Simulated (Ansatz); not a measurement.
```yaml
crystal:
  periodic: [false, false, false]
  atoms:
    - {symbol: V, position_ang: [0.000000, 0.000000, 0.000000]}
    - {symbol: Ge, position_ang: [0.000000, 0.000000, 2.650000]}
basis:
  gaussian: {orbitals: def2-TZVP}
magnetization: {spin_polarized: true, initial_magnetization: 3}
hamiltonian: {xc: pbe0}
relax: {f_tol: 0.004, max_steps: 80}
```

```sh
$ ansatz run in.yaml --threads 1 --pin off --events-out ev --progress --plain --max-ram 2176MiB
```

Steps of the relaxation (energy above the last step; positions in Å, forces in eV/Å):

```
2
step 1, 93.4 meV
V     0.000    0.000    0.000    0.000    0.000    0.850
Ge    0.000    0.000    2.650    0.000    0.000   -0.850
```

```
2
step 2, 13.7 meV
V     0.000    0.000    0.062    0.000    0.000    0.386
Ge    0.000    0.000    2.588    0.000    0.000   -0.386
```

```
2
step 3, 4.3 meV
V     0.000    0.000    0.114    0.000    0.000   -0.248
Ge    0.000    0.000    2.536    0.000    0.000    0.248
```

```
2
step 5, 0.0 meV
V     0.000    0.000    0.096    0.000    0.000    0.001
Ge    0.000    0.000    2.554    0.000    0.000   -0.001
```

Close pairs at the end: V1–Ge2 2.458 Å.

A stationary point of unrestricted PBE0 after 5 steps, with ⟨S²⟩ = 4.671 against 3.75 for a pure state. 3.1 min on 1 thread of Intel Xeon Platinum 8259CL, shared host.
